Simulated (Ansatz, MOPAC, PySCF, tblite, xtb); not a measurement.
Energy landscape of H3, doublet: collinear H-H-H surface. Scanned: first H-H distance and second H-H distance.

- GFN2-xTB, 300 K electronic temperature (tblite)
- UHF/cc-pVTZ (PySCF)
- PBE0 = PySCF with unrestricted PBE0/cc-pVTZ
- r2SCAN = unrestricted r2SCAN/cc-pVTZ (PySCF)
- UKS-PBE/cc-pVTZ = Ansatz (a first-principles code) with unrestricted PBE/cc-pVTZ
- MP2 on UHF/cc-pVTZ (PySCF)
- CCSD on UHF/cc-pVTZ (PySCF)
- CCSD(T) on UHF/cc-pVTZ (PySCF)
- PM6, unrestricted, heats of formation (MOPAC)
- PM3, unrestricted, heats of formation (MOPAC)
- GFN1-xTB (xtb)
- UKS-B3LYP/6-31G* = unrestricted B3LYP/6-31G*, spherical d in PySCF 2.14.0
- UHF/6-31G* = unrestricted Hartree-Fock/6-31G*, spherical d (PySCF)
- UMP2/3-21G = PySCF with unrestricted MP2 (frozen core)/3-21G
- UKS-B3LYP/LANL2DZ = unrestricted B3LYP/LANL2DZ in PySCF

Energies in eV at chosen points (x: first H-H distance (Å); y: second H-H distance (Å)), relative to x = 0.74, y = 2.15:

```tsv
method	(2.15, 1.02)	(1.37, 0.94)	(1.55, 1.81)	(0.87, 1.02)	(0.63, 1.55)	(1.02, 2.15)	(1.81, 1.37)
GFN2-xTB	0.375	-0.273	1.681	-0.137	0.438	0.375	1.190
UHF	0.932	0.733	2.876	0.678	0.503	0.932	2.483
PBE0	0.793	0.426	2.957	0.222	0.454	0.793	2.338
r2SCAN	0.802	0.329	2.791	0.106	0.394	0.802	2.238
UKS-PBE/cc-pVTZ	0.726	0.346	2.780	0.144	0.463	0.726	2.167
MP2	0.886	0.652	3.405	0.519	0.466	0.886	2.812
CCSD	0.802	0.545	2.950	0.402	0.471	0.802	2.333
CCSD(T)	0.801	0.538	2.944	0.391	0.469	0.801	2.329
PM6	1.141	0.259	4.421	-0.487	0.453	1.141	3.669
PM3	1.232	0.397	3.460	-0.424	-0.148	1.232	2.959
GFN1-xTB	0.689	0.220	2.416	0.179	0.645	0.689	1.862
UKS-B3LYP/6-31G*	0.805	0.396	2.890	0.183	0.430	0.805	2.290
UHF/6-31G*	0.959	0.746	2.806	0.695	0.483	0.959	2.440
UMP2/3-21G	0.867	0.710	3.141	0.654	0.533	0.867	2.658
UKS-B3LYP/LANL2DZ	0.808	0.380	2.925	0.159	0.427	0.808	2.313
```
